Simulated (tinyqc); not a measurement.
Hueckel theory of the pi electrons, for the molecule N=C(O)C=O (SMILES; centres numbered as the heavy atoms are written), step by step. Computed by tinyqc, a small Python program that keeps every step. Settings: charge = 0. Command: `OMP_NUM_THREADS=1 python tinyqc.py 22050 22051 out.jsonl` (the two numbers bound the seeds that draw the settings). One thread of a shared host (Intel(R) Xeon(R) Processor @ 2.60GHz), about 0.01 s of CPU time with the checks.

## The Hueckel matrix

Centres:
```
centre,"z_r, pi electrons of the neutral centre",h
1N,1,0.540000
2C,1,0.000000
3O,2,1.770000
4C,1,0.000000
5O,1,1.130000
```

Bonds:
```
i,j,k
1,2,1.000000
2,3,0.850000
2,4,1
4,5,1
```

H_rr = alpha + h_r beta, H_rs = k_rs beta for bonded centres.

Hueckel matrix in units of beta (H = alpha + beta A), lower triangle:
```
,1N,2C,3O,4C,5O
1N,0.540000
2C,1.000000,0.000000
3O,0.000000,0.850000,1.770000
4C,0.000000,1.000000,0.000000,0.000000
5O,0.000000,0.000000,0.000000,1.000000,1.130000
```

## Orbitals

pi electrons, sum of z_r less the charge = 6

Diagonalise; E = alpha + x beta with beta < 0, so the largest x are filled first; degenerate levels share their electrons. P = sum n_i c_ri c_si; each orbital has its largest coefficient positive (the first on a tie).

x values: 2.375100  1.727906  1.047343  -0.162329  -1.548020

occupations: 2.000000  2.000000  2.000000  0.000000  0.000000

coefficients:
```
,MO1,MO2,MO3,MO4,MO5
1N,0.274673,0.020745,0.738615,-0.520022,-0.328860
2C,0.504052,0.024644,0.374731,0.365227,0.686666
3O,0.708056,-0.497623,-0.440764,-0.160657,-0.175908
4C,0.320654,0.444816,0.028506,0.597294,-0.584591
5O,0.257533,0.743957,-0.344875,-0.462185,0.218292
```

charge and bond-order matrix P, lower triangle:
```
,1N,2C,3O,4C,5O
1N,1.242856
2C,0.831486,0.790199
3O,-0.282789,0.358933,1.886491
4C,0.236716,0.366541,-0.013749,0.602986
5O,-0.337118,0.037817,-0.071708,0.807344,1.477468
```

## Energy, charges, bond orders

E = sum n x; q_r = z_r - P_rr; bond order p = P_rs; free valence = sqrt(3) - sum of p over the bonds of the atom.

pi energy = 6 alpha + this times beta = 10.300697

pi charges: 1N -0.242856, 2C 0.209801, 3O 0.113509, 4C 0.397014, 5O -0.477468

Bond orders and lengths from R = 1.517 - 0.180 p (angstrom, C-C alone):
```
bond,p,R
1-2,0.831486,-
2-3,0.358933,-
2-4,0.366541,1.451023
4-5,0.807344,-
```

free valence of the carbons: 2C 0.175091, 4C 0.558166

gap between the highest filled and the next level = 1.209671 |beta|
